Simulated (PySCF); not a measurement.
## F, SMILES `[F]` (charge 0, multiplicity 2)

Method: TPSSh-D3(BJ)/def2-TZVP (PySCF).

```yaml
highest_occupied_spin_orbital: -11.25 eV
dipole_moment: 0.00 D
total_energy: -99.7660 Ha
cost: roughly 2.5 core-seconds
```

```xyz
1

F      0.0000     0.0000     0.0000
```
Charge 0, spin multiplicity 2.
